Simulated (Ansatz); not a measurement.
**CH₂OS (SMILES O=CS): functionals against CCSD(T) at one geometry**

How do the functionals fare away from a minimum? The structure is a structure displaced at random from a GFN2-xTB minimum.

The runs use Ansatz 0.2.0, Gaussian basis; single points in def2-TZVPP.

Cores are frozen in the correlated methods.

## Step 1: Where the work starts

SMILES `O=CS`, 5 atoms, charge 0, spin multiplicity 1.

Atoms are counted from 1 here; the program's logs count them from 0.

Bond lengths: O1–C2 1.120 Å, C2–S3 1.689 Å, C2–H4 1.085 Å, S3–H5 1.469 Å. Angles: O1–C2–S3 126.3°, O1–C2–H4 133.0°, S3–C2–H4 99.7°, C2–S3–H5 99.0°.

Geometry (Å):

```
O    -0.5725   -0.6662    1.0388
C    -0.4130   -0.3169   -0.0134
S     0.8037    0.7259   -0.5463
H    -0.8023   -0.6477   -0.9706
H     1.4294    1.0274    0.7478
```

## Step 2: CCSD(T)/def2-TZVPP

run/in.yaml

```yaml
crystal:
  periodic: [false, false, false]
  atoms:
    - {symbol: O, position_ang: [-0.572500, -0.666200, 1.038800]}
    - {symbol: C, position_ang: [-0.413000, -0.316900, -0.013400]}
    - {symbol: S, position_ang: [0.803700, 0.725900, -0.546300]}
    - {symbol: H, position_ang: [-0.802300, -0.647700, -0.970600]}
    - {symbol: H, position_ang: [1.429400, 1.027400, 0.747800]}
basis:
  gaussian: {orbitals: def2-TZVPP}
correlation: {method: ccsd_t}
output: {forces: true}
```

The command line of these runs was not kept.

## Step 3: PBE0-D4/def2-TZVPP

run/in.yaml: that of step 2 with these lines changed.

```diff
@@ -10,3 +10,3 @@
   gaussian: {orbitals: def2-TZVPP}
-correlation: {method: ccsd_t}
-output: {forces: true}
+hamiltonian: {xc: pbe0, dispersion: d4}
+output: {forces: true, orbitals: {seedname: orbitals}}
```

## Step 4: wB97M-V/def2-TZVPP

run/in.yaml: that of step 3 with these lines changed.

```diff
@@ -10,3 +10,3 @@
   gaussian: {orbitals: def2-TZVPP}
-hamiltonian: {xc: pbe0, dispersion: d4}
-output: {forces: true, orbitals: {seedname: orbitals}}
+hamiltonian: {xc: {name: wB97M-V}}
+output: {forces: true}
```

## Step 5: r2SCAN-D4/def2-TZVPP

run/in.yaml: that of step 4 with these lines changed.

```diff
@@ -10,3 +10,3 @@
   gaussian: {orbitals: def2-TZVPP}
-hamiltonian: {xc: {name: wB97M-V}}
+hamiltonian: {xc: r2scan, dispersion: d4}
 output: {forces: true}
```

## Step 6: PBE-D4/def2-TZVPP

run/in.yaml: that of step 5 with these lines changed.

```diff
@@ -10,3 +10,3 @@
   gaussian: {orbitals: def2-TZVPP}
-hamiltonian: {xc: r2scan, dispersion: d4}
+hamiltonian: {xc: pbe, dispersion: d4}
 output: {forces: true}
```

## Step 7: r2SCAN0-D4/def2-TZVPP

run/in.yaml: that of step 6 with these lines changed.

```diff
@@ -10,3 +10,3 @@
   gaussian: {orbitals: def2-TZVPP}
-hamiltonian: {xc: pbe, dispersion: d4}
+hamiltonian: {xc: {name: r2SCAN0}, dispersion: d4}
 output: {forces: true}
```

## Step 8: revPBE-D4/def2-TZVPP

run/in.yaml: that of step 7 with these lines changed.

```diff
@@ -10,3 +10,3 @@
   gaussian: {orbitals: def2-TZVPP}
-hamiltonian: {xc: {name: r2SCAN0}, dispersion: d4}
+hamiltonian: {xc: {name: revPBE}, dispersion: d4}
 output: {forces: true}
```

(Steps that only read results are left out.)

**Question.** What will these runs give? Wanted: energy less free atoms, CCSD(T)/def2-TZVPP; RMS force component; RMS force error; HOMO and LUMO, PBE0-D4; T1 diagnostic.

**Answer**, as computed:

| quantity | value |
| --- | --- |
| energy less free atoms, CCSD(T)/def2-TZVPP | -17.810 eV |
| RMS force component | 3.046 to 3.596 eV/Å over the methods |
| RMS force error | PBE0-D4 0.324, wB97M-V 0.275, r2SCAN-D4 0.199, PBE-D4 0.212, r2SCAN0-D4 0.475, revPBE-D4 0.258 eV/Å |
| HOMO and LUMO, PBE0-D4 | -7.86 and -0.56 eV |
| T1 diagnostic | 0.015 |

What this shows: Against CCSD(T) the functionals' energies less atoms differ by -1.605 to -0.311 eV, PBE-D4 by -1.605 eV. A larger basis would deepen the CCSD(T) value, while the functionals are nearly converged already, so the order here is not reliable. For forces r2SCAN-D4 does best and r2SCAN0-D4 worst. Frozen-core CCSD(T) forces in triple zeta carry basis errors of their own, and this is one geometry, so small gaps rank nothing.
